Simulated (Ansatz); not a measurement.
**Worked example: correlation energy of C2H5NO, singlet**

Geometry: MP2(full)/6-31G*, from the G2/97 set.

```xyz
9

O     0.3822    1.2661    0.0132
C     0.0348    0.0889    0.0009
N     0.9432   -0.9394   -0.0438
C    -1.4138   -0.3495    0.0050
H     0.6656   -1.8851    0.1751
H    -2.0396    0.5240   -0.1704
H    -1.6032   -1.1002   -0.7666
H    -1.6745   -0.7839    0.9749
H     1.9108   -0.6925    0.1170
```

Basis 6-31G* (Cartesian d functions); Ansatz 0.2.0. Correlated methods freeze the noble-gas cores, which leaves 24 electrons in 66 orbitals. R marks a restricted (for open shells ROHF) determinant.

Full CI isn't at hand for all of this; RCCSDT(Q) serves as the reference, and is uncertain by about the last step of the cluster series.

Runs differ by some tens of microhartree through their thresholds, so steps under 0.03 kcal/mol mean nothing.

| level | total energy (hartree) |
| --- | --- |
| RHF | -207.973510 |
| RMP2 | -208.569129 |
| RCCSD | -208.597271 |
| RCCSD(T) | -208.616057 |
| RCCSDT | -208.616869 |
| RCCSDT(Q) | -208.618490 |

Task: What is the correlation energy at RCCSDT(Q), and what share of it do RMP2 and RCCSDT recover?

Result: E(corr) = -208.618490 − (-207.973510) = -0.644980 hartree = -17.551 eV. RMP2: -0.595619 / -0.644980 = 92.35 %. RCCSDT: -0.643359 / -0.644980 = 99.75 %.

Task: By how many kcal/mol does RCCSD(T) miss RCCSDT(Q) (1 hartree = 627.509 kcal/mol), and which steps make up the rest?

Result: -208.616057 − (-208.618490) = 0.002433 hartree = 1.53 kcal/mol. Steps: RCCSDT − RCCSD(T) = -0.51, RCCSDT(Q) − RCCSDT = -1.02 kcal/mol. Differences between like states or geometries often cancel part of this.
